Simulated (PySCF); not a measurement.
Predicted microwave data (PBE0-D3(BJ)/def2-SVP geometry optimisation, gas phase (PySCF 2.14.0)) for one isomer of C3H4F2:

- Rotational constants: A = 9557, B = 3828, C = 2781 MHz
- Dipole components: |μa| = 0.03 D, |μb| = 0.45 D, |μc| = 0.00 D
- Inertial defect: -3.21 u·Å²
- κ: -0.69

Question: Which candidate fits, each taken in the one conformer that was computed?
A. `[CH2:1]=[C:2]([F:3])[CH2:4][F:5]` with C1–C2–C4–F5 0°
B. `FC1(F)CC1`
C. `[CH2:1]=[CH:2][CH:3]([F:4])[F:5]` with C1–C2–C3–F4 -128°
D. `[F:1]/[CH:2]=[CH:3]\[CH2:4][F:5]` with C2–C3–C4–F5 128°

Answer: A. It is C=C(F)CF, an asymmetric top, point group Cs. The candidates at the same level (rigid rotor, commonest isotopes):

```
   SMILES  A (MHz)  B (MHz)  C (MHz)  μa (D)  μb (D)  μc (D)  Δ (u·Å²)  point group                        rotor
FC1(F)CC1     7255     5604     4264    1.99    0.00    0.00    -41.31          C2v               asymmetric top
 C=CC(F)F     9000     4207     3116    1.49    0.63    1.16    -14.07           C1               asymmetric top
 F/C=C\CF    14105     2629     2386    1.09    1.13    0.93    -16.29           C1  near-prolate asymmetric top
 C=C(F)CF     9557     3828     2781    0.03    0.45    0.00     -3.21           Cs               asymmetric top
```

`C=CC(F)F` has C 12 % too high; `F/C=C\CF` has A 48 % too high; `FC1(F)CC1` has C 53 % too high. In the right answer the mirror of this Cs structure is the ab plane, so μc vanishes by symmetry (the 0.01 D computed is a residue). No structure here is proved a minimum.
